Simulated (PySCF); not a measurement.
`[NH4+]`, [H$_{4}$N]+, charge +1

Cartesian coordinates in Å; atom numbers follow the order of the lines, from 1:
```xyz
5

N    -0.0065    0.0013   -0.0011
H     0.8987   -0.4892    0.0139
H     0.1088    0.9208   -0.4501
H    -0.3432    0.1302    0.9634
H    -0.6904   -0.5563   -0.5317
```

Total charge +1.

Method: GIAO B3LYP/6-311+G(2d,p) magnetisability, rotational g tensor and spin-rotation constants, non-relativistic, gas phase (PySCF 2.14.0). Geometry: PBE0-D3(BJ)/def2-SVP.

For an ion the centre-of-mass motion in the field is neglected.

**Question.** Give the nuclear spin-rotation constants along the inertial axes (H = +C I·J) beside the isotropic shieldings.

**Answer.** Rotational constants 177.3771, 177.3664, 177.3623 GHz.
| atom | isotope | Caa (kHz) | Cbb (kHz) | Ccc (kHz) | mean (kHz) | σ (ppm) |
| --- | --- | --- | --- | --- | --- | --- |
| N1 | 14N | 6.909 | 6.908 | 6.908 | 6.908 | 231.3 |
| H2 | 1H | -15.725 | -15.724 | -15.723 | -15.724 | 27.0 |
| H3 | 1H | -15.724 | -15.723 | -15.723 | -15.723 | 27.0 |
| H4 | 1H | -15.724 | -15.723 | -15.723 | -15.724 | 27.0 |
| H5 | 1H | -15.724 | -15.723 | -15.723 | -15.723 | 27.0 |

Where two moments of inertia are equal or nearly so, the constants along those axes are given as their average.
For the geometry as given, no vibrational averaging.
